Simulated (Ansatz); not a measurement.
# C16H10: the cost of one run

Computed with Ansatz 0.2.0, Gaussian basis. Level: the settings change from run to run.

3 further runs of the same task are left out: 3 that didn't finish.

### 1 The relaxed structure

The structure was relaxed beforehand with PBE-D4/def2-SVP.

SMILES `C1=Cc2cc3cc4cccc4ccc3c2=C1`, 26 atoms, charge 0, spin multiplicity 1.

Atoms are counted from 1 here; the program's logs count them from 0.

Bond lengths: C1–C2 1.390 Å, C1–C16 1.460 Å, C1–H17 1.099 Å, C2–C3 1.449 Å, C2–H18 1.097 Å, C3–C4 1.383 Å, C3–C15 1.456 Å, C4–C5 1.459 Å, C4–H19 1.101 Å, C5–C6 1.394 Å, C5–C14 1.469 Å, C6–C7 1.410 Å, C6–H20 1.104 Å, C7–C8 1.411 Å, C7–C11 1.483 Å, C8–C9 1.426 Å, C8–H21 1.099 Å, C9–C10 1.399 Å and more. Angles: C2–C1–C16 109.9°, C2–C1–H17 125.7°, C16–C1–H17 124.4°, C1–C2–C3 106.6°, C1–C2–H18 126.6°, C3–C2–H18 126.9°, C2–C3–C4 143.6°, C2–C3–C15 108.1°, C4–C3–C15 108.2°, C3–C4–C5 109.6°, C3–C4–H19 127.4°, C5–C4–H19 123.0°, C4–C5–C6 123.6°, C4–C5–C14 107.5°, C6–C5–C14 128.9°, C5–C6–C7 128.5°, C5–C6–H20 115.9°, C7–C6–H20 115.6° and more.

### 2 wB97X-V/def2-mTZVPP

in.yaml reads:

```yaml
crystal:
  periodic: [false, false, false]
  atoms:
    - {symbol: C, position_ang: [4.499479, -0.355075, 0.354785]}
    - {symbol: C, position_ang: [4.084501, 0.968490, 0.263840]}
    - {symbol: C, position_ang: [2.640034, 0.941848, 0.156209]}
    - {symbol: C, position_ang: [1.517163, 1.740183, 0.036736]}
    - {symbol: C, position_ang: [0.323378, 0.902223, -0.015837]}
    - {symbol: C, position_ang: [-0.969271, 1.409118, -0.135192]}
    - {symbol: C, position_ang: [-2.187569, 0.702597, -0.195278]}
    - {symbol: C, position_ang: [-3.468876, 1.280428, -0.316449]}
    - {symbol: C, position_ang: [-4.446420, 0.242985, -0.344238]}
    - {symbol: C, position_ang: [-3.801037, -0.993760, -0.241052]}
    - {symbol: C, position_ang: [-2.387996, -0.765826, -0.145809]}
    - {symbol: C, position_ang: [-1.424661, -1.766595, -0.029679]}
    - {symbol: C, position_ang: [-0.018342, -1.654095, 0.070788]}
    - {symbol: C, position_ang: [0.760110, -0.497320, 0.078537]}
    - {symbol: C, position_ang: [2.209059, -0.448846, 0.184999]}
    - {symbol: C, position_ang: [3.341951, -1.243732, 0.305043]}
    - {symbol: H, position_ang: [5.539546, -0.696419, 0.448717]}
    - {symbol: H, position_ang: [4.727731, 1.857438, 0.272918]}
    - {symbol: H, position_ang: [1.480735, 2.838963, -0.014074]}
    - {symbol: H, position_ang: [-1.052984, 2.509030, -0.189311]}
    - {symbol: H, position_ang: [-3.669079, 2.358880, -0.378815]}
    - {symbol: H, position_ang: [-5.530731, 0.395807, -0.431982]}
    - {symbol: H, position_ang: [-4.275206, -1.984193, -0.232667]}
    - {symbol: H, position_ang: [-1.818360, -2.797975, -0.013727]}
    - {symbol: H, position_ang: [0.535070, -2.603729, 0.154071]}
    - {symbol: H, position_ang: [3.391776, -2.340436, 0.357468]}
basis:
  gaussian: {orbitals: def2-mTZVPP}
hamiltonian: {xc: {name: wB97X-V}}
output: {forces: true}
```

The run is started by

```
$ ansatz run in.yaml --threads 4 --pin off --events-out ev --progress --plain --max-ram 6963MiB
```

What time and memory should one allow on 4 threads of Arm Neoverse V2, shared host?

About 49 s, with a peak of 2.5 GiB.
